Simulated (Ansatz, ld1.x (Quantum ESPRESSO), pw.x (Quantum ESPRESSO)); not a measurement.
## Rb: does the PAW potential hold in the solid?

ld1.x (Quantum ESPRESSO) 7.5 input, shortened:

```
&input
   title='Rb', zed=37., rel=1, dft='PW', iswitch=3,
   config='[Kr] 4d-2 5s1 5p0'
 /
 &inputp
   pseudotype=3, lpaw=.true., tm=.true., lloc=-2, rcloc=2.90,
   nlcc=.true., rcore=1.45,
   which_augfun='PSQ', rmatch_augfun_nc=.true.
 /
5
4S  1  0   2.00   0.00  1.90  2.40  0.0
5S  2  0   1.00   0.00  1.90  2.40  0.0
4P  2  1   6.00   0.00  2.45  2.95  0.0
5P  3  1   0.00   0.00  2.45  2.95  0.0
4D  3  2  -2.00   0.30  2.60  2.80  0.0
 &test
   configts(1)='4s2 4p6 5s1 5p0'
 /
```

Crystal test: fcc Rb in pw.x 7.5, no spin, 9³ k-points, Fermi–Dirac smearing 0.01 Ry, cutoffs 40/320 Ry. The reference is all-electron LAPW (Ansatz 0.2.0) with the same functional, mesh and smearing; V0 and B0 come from Birch–Murnaghan fits to the pressures at five volumes. Errors are pseudo minus all-electron; Δ is the rms difference of the E(V) curves that follow from these fits, minima aligned, over ±6 % about the mean V0. Mesh and smearing are coarse, so the numbers serve the comparison and aren't converged zero-temperature values; the lattice is a test structure that the element need not adopt.

| V (Å³/atom) | P all-electron (GPa) | P pseudo (GPa) |
| --- | --- | --- |
| 74.322 | 0.18 | 0.19 |
| 76.278 | 0.08 | 0.09 |
| 78.234 | -0.01 | -0.01 |
| 80.190 | -0.09 | -0.08 |
| 82.146 | -0.16 | -0.16 |

All-electron: a0 = 6.782 Å (V0 = 77.97 Å³/atom), B0 = 3.5 GPa.

Pseudopotential: mean pressure error (GPa): +0.01; a0 (Å): 6.786; a0 error (%): +0.07; B0 error (%): +0.3; Δ (meV/atom): 0.1. Atomic configuration tests: test run stopped at test 5 of 7 (negative rho), 1 before it not solved.

Task: At the middle volume, how do free energy and pressure move when the wave cutoff is lowered (ecutrho held at 320 Ry)?

Result:

```json
{"cutoff (Ry)": "18", "shift of F (meV/atom)": "+5.4", "shift of P (GPa)": "-0.02"}
{"cutoff (Ry)": "24", "shift of F (meV/atom)": "+1.6", "shift of P (GPa)": "-0.01"}
{"cutoff (Ry)": "32", "shift of F (meV/atom)": "+0.4", "shift of P (GPa)": "-0.00"}
```

The run at the middle volume (35 k-points, 11 iterations) took about 26 s on one core of a shared host (Neoverse-V1, 32 threads, 247 GiB, load 15).
